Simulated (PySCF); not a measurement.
# Ionisation and electron attachment of chlorine molecule

Molecule: chlorine molecule, `ClCl` (Cl2). Optimised structure (Å), atoms numbered from 1:
```
Cl    1.0173   -0.0066   -0.0048
Cl   -1.0119    0.0091   -0.0235
```

Level of theory: PBE0-D3(BJ)/ma-def2-TZVP single points in PySCF, grid level 2; every species was optimised with PBE0-D3(BJ)/ma-def2-SVP. The prefix ma- adds one diffuse s and one diffuse p function on all atoms but H. Zero-point and thermal terms (298.15 K, 1 bar) come from unscaled PBE0-D3(BJ)/ma-def2-SVP harmonic frequencies, with soft modes damped to free rotors in the entropy.

Frontier levels of the parent: HOMO -8.83 eV, LUMO -3.51 eV.

Oxidation to the radical cation:
* Vertical ionisation energy (electronic): 11.55 eV
* Adiabatic ionisation energy (with zero-point energy): 11.32 eV
* Adiabatic, electronic part: 11.32 eV
* Vertical gap at the product's structure: 11.30 eV
* Inner reorganisation energy (four-point): 241 meV
* Relaxation of product / of parent: 227 / 14 meV
* ⟨S²⟩ of the product: 0.755
* Largest spin populations: Cl1 0.50, Cl2 0.50
* Largest changes of atomic charge: Cl1 0.50, Cl2 0.50
* Distances that move most (Å): Cl1–Cl2 2.029 → 1.923
* Potential in acetonitrile: 8.46 V absolute, 4.06 V against Fc+/Fc computed at 4.40 V (solvation -3 → -277 kJ/mol)

Reduction to the radical anion, in which a bond forms, breaks or stretches far on relaxation ([Cl2]-•):
| Property | Result |
| --- | --- |
| Vertical electron affinity (electronic) | 1.18 eV |
| Adiabatic electron affinity (with zero-point energy) | 2.57 eV |
| Adiabatic, electronic part | 2.55 eV |
| Vertical gap at the product's structure | 4.48 eV |
| ⟨S²⟩ of the product | 0.754 |
| Largest spin populations | Cl2 0.50, Cl1 0.50 |
| Largest changes of atomic charge | Cl1 -0.50, Cl2 -0.50 |
| Distances that move most (Å) | Cl1–Cl2 2.029 → 2.659 |
| Potential in acetonitrile | 5.07 V absolute, 0.67 V against Fc+/Fc computed at 4.40 V (solvation -3 → -241 kJ/mol) |

Solvents are IEF-PCM continua (electrostatics only, gas-phase structures); absolute potentials refer to an electron at rest in vacuum. Fc+/Fc in acetonitrile, 4.40 V, is PBE0-D3(BJ)/ma-def2-TZVP on PBE0-D3(BJ)/def2-SVP structures with GFN2-xTB thermal terms. Benchmark calculations put it near 5.0 V in acetonitrile and DMSO, so it is about 0.6 V low, and the value against it can read up to that much too high.

Against the Active Thermochemical Tables (version 1.112): ionisation energy to the radical cation 11.48 (computed 11.32, error -0.16) eV.

Measured values (NIST Chemistry WebBook, evaluated or the median of agreeing entries): vertical ionisation energy 11.54 eV (computed 11.55, difference 0.01); adiabatic ionisation energy 11.48 eV (computed 11.32, difference -0.16).

Known limits: spin-orbit coupling is left out of the energies, which matters for open shells on the heavier atoms; the split of the reorganisation energy is sensitive to the structures, which come from another level (PBE0-D3(BJ)/ma-def2-SVP).

Run with `OMP_NUM_THREADS=1 python redox_run.py task.json out` on 1 thread of Arm Neoverse N1, a shared host. Structures, frequencies and single points: 53 s of wall time.
